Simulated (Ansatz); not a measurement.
**CN radical: small, medium and large basis sets**

Aim: see how fast density functionals and correlated methods converge with the basis set for CN radical.

Computed with Ansatz 0.2.0, Gaussian basis. Level: one geometry, several basis sets.

Levels to be run: PBE0-D4/def2-SVP; ωB97M-V/def2-SVP; PBE0-D4/def2-QZVPP; ωB97M-V/def2-QZVPP; CCSD(T)/cc-pV(D+d)Z; CCSD(T)/cc-pV(T+d)Z; CCSD(T)/cc-pV(Q+d)Z; the functionals' def2-TZVPP values are taken from earlier runs.

### 1 The geometry

An earlier PBE0-D4 in a triple-zeta def2 set relaxation fixed the geometry.

2 atoms, charge 0, spin multiplicity 2.

Atoms are counted from 1 here; the program's logs count them from 0.

Bond lengths: C1–N2 1.160 Å.

Coordinates:

```xyz
2

C     0.49557   -0.16039    0.25524
N    -0.49557    0.16039   -0.25524
```

### 2 PBE0-D4 in def2-SVP

in.yaml reads:

```yaml
crystal:
  periodic: [false, false, false]
  atoms:
    - {symbol: C, position_ang: [0.495570, -0.160386, 0.255237]}
    - {symbol: N, position_ang: [-0.495570, 0.160386, -0.255237]}
basis:
  gaussian: {orbitals: def2-SVP}
magnetization: {spin_polarized: true, initial_magnetization: 1}
hamiltonian: {xc: pbe0, dispersion: d4}
output: {orbitals: {seedname: orbitals}}
```

Further steps of the session: ωB97M-V in def2-SVP; PBE0-D4 in def2-QZVPP; ωB97M-V in def2-QZVPP; CCSD(T) in cc-pV(D+d)Z; CCSD(T) in cc-pV(T+d)Z; CCSD(T) in cc-pV(Q+d)Z.

**Question.** What will the summary of the whole plan be? Wanted: MP2 correlation recovered, cc-pV(D+d)Z; MP2 correlation recovered, cc-pV(T+d)Z; MP2 correlation recovered, cc-pV(Q+d)Z; CCSD(T) limit from def2 sets; PBE0-D4: double and triple zeta above quadruple; ωB97M-V: double and triple zeta above quadruple.

The runs gave:

| quantity | value |
| --- | --- |
| MP2 correlation recovered, cc-pV(D+d)Z | 72.4 % |
| MP2 correlation recovered, cc-pV(T+d)Z | 89.4 % |
| MP2 correlation recovered, cc-pV(Q+d)Z | 95.6 % |
| CCSD(T) limit from def2 sets (earlier runs) less the limit of this series | 18 meV |
| PBE0-D4: double and triple zeta above quadruple | 3.07, 0.13 eV |
| ωB97M-V: double and triple zeta above quadruple | 3.16, 0.12 eV |

In words: For PBE0-D4 the step from double to triple zeta gains 2.94 eV and the next only 0.13 eV. In cc-pV(D+d)Z MP2 holds 72 % of its limit, in cc-pV(Q+d)Z 96 %, while Hartree-Fock is within 0.053 eV in the largest set. A limit from the def2 sets, made apart, differs by 18 meV, a least measure of the doubt on such a limit. These are total energies; as a rule much of such shifts cancels in differences, which this series doesn't test.
